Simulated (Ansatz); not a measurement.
**Al2H (doublet): from Hartree-Fock to the top rungs at a displaced geometry (v1), cc-pVTZ**

Aim: climb from Hartree-Fock through coupled cluster and multireference methods for Al2H (doublet) at one geometry and basis, and see what each rung misses.

Method: cc-pVTZ, core rule «outside noble gas», up to 10 orbitals frozen; program: Ansatz 0.2.0, Gaussian basis.

The runs, in order: UHF; CCSD(T) on ROHF; CCSD(T) on UHF; BCCD(T) on ROHF; CCSDT(Q) on ROHF; CCSDT(Q) on UHF; CASSCF and NEVPT2, 7 electrons in 9 orbitals.

### Step 1. What is computed

The geometry is a PBE0/def2-TZVP stationary point (not a proven minimum) with its atoms shifted at random (size 0.040 Å).

3 atoms, charge 0, spin multiplicity 2.

Atoms are counted from 1 here; the program's logs count them from 0.

Bond lengths: Al1–Al2 2.688 Å, Al1–H3 1.567 Å. Angles: Al2–Al1–H3 177.9°.

In the tables R marks a restricted open-shell determinant and U an unrestricted one; 'valence' is the active space of 7 electrons in 9 orbitals; correlation energies count from the lowest restricted Hartree-Fock solution.

### Step 2. UHF

File in.yaml:

```yaml
crystal:
  periodic: [false, false, false]
  atoms:
    - {symbol: Al, position_ang: [-0.015433, -0.009008, 0.374209]}
    - {symbol: Al, position_ang: [-0.016266, -0.025151, -2.313882]}
    - {symbol: H, position_ang: [0.031698, 0.034159, 1.939673]}
basis:
  gaussian: {orbitals: cc-pVTZ}
magnetization: {spin_polarized: true, initial_magnetization: 1}
hamiltonian: {xc: hf}
output: {orbitals: {seedname: orbitals}}
```

Launch:

```bash
$ ansatz run in.yaml --threads 1 --pin off --events-out ev --progress --plain --max-ram 2393MiB
```

The runs that follow: CCSD(T) on ROHF; CCSD(T) on UHF; BCCD(T) on ROHF; CCSDT(Q) on ROHF; CCSDT(Q) on UHF; CASSCF and NEVPT2, 7 electrons in 9 orbitals.

Q: Predict the results of all the runs planned. Wanted: correlation energy, UCCSDT(Q); RMP2 from UCCSDT(Q); UMP2 from UCCSDT(Q); RCCSD from UCCSDT(Q); RCCSD(T) from UCCSDT(Q); UCCSD(T) from UCCSDT(Q); RCCSDT(Q) from UCCSDT(Q); NEVPT2 valence from UCCSDT(Q); T1 diagnostic.

The runs gave:

| quantity | value |
| --- | --- |
| correlation energy, UCCSDT(Q) | -4.2412 eV |
| RMP2 from UCCSDT(Q) | +24.39 kcal/mol |
| UMP2 from UCCSDT(Q) | +25.25 kcal/mol |
| RCCSD from UCCSDT(Q) | +5.25 kcal/mol |
| RCCSD(T) from UCCSDT(Q) | +1.23 kcal/mol |
| UCCSD(T) from UCCSDT(Q) | +1.27 kcal/mol |
| RCCSDT(Q) from UCCSDT(Q) | +0.01 kcal/mol |
| NEVPT2 valence from UCCSDT(Q) | +16.24 kcal/mol |
| levels of the table within 1 kcal/mol (43 meV) | RCCSDT, UCCSDT, RCCSDT(Q) |
| T1 diagnostic | 0.024 |
| effectively unpaired electrons | 1.12 |

RCCSD(T) misses by +1.23 kcal/mol, 1.3 % of the correlation energy. One determinant dominates. Coupled cluster took another determinant than the lowest Hartree-Fock one. These misses are within one basis, not against nature; the frozen cores of restricted and unrestricted runs differ, which can shift their rows.
